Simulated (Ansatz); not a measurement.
White tin (β-Sn), treated with PBE-D3(BJ) (plane waves, PAW; Ansatz, a quantum-chemistry and plane-wave program).

Numerical settings: plane-wave cutoff 500 eV, 26×26×26 k mesh, Fermi–Dirac smearing 0.1 eV, scalar-relativistic PAW data made under PBE.

Computed at the level's own relaxed cell.

Give the computed equilibrium volume per atom, lattice parameter a and lattice parameter c.


* **equilibrium volume per atom**: 27.23 Å³/atom
* **lattice parameter a**: 5.864 Å
* **lattice parameter c**: 3.167 Å

Measured, for comparison: lattice constant a 5.831 Å, lattice parameter c 3.181 Å (293 K, no zero-point or thermal correction; as tabulated in Wikipedia's data pages). Computed (rounded) less measured: lattice constant a +0.6 %, lattice parameter c -0.4 %. A static lattice is as a rule a little smaller and stiffer than an uncorrected measurement, which narrows the difference in the lattice parameter c and would widen misses of the other sign.

Spin–orbit coupling is not included.

The computed numbers hold no vibrational or temperature effects.

It cost roughly 6 core-minutes of CPU time.
